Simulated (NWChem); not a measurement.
# chlorine (Cl₂)

SMILES: ClCl
```xyz
2

Cl     0.0000     0.0000     1.0128
Cl     0.0000     0.0000    -1.0128
```
Charge 0, spin multiplicity 1.

Everything below was run with NWChem. Structure: optimised with PBE0/def2-SVP, a minimum by its harmonic frequencies.

Symmetry labels belong to the abelian group D2h used in the runs, with the axes of the coordinates shown; states degenerate in a higher group split over its labels.

Question: List the lowest 4 singlet excitations that TD-BHandHLYP/aug-cc-pVDZ gives, with oscillator strengths.

Answer: 
```
state  symmetry  energy (eV)  wavelength (nm)      f
-----  --------  -----------  ---------------  -----
1           b3u         3.52              353  0.001
2           b2u         3.52              353  0.001
3           b2g         6.31              197  0.000
4           b3g         6.31              197  0.000
```
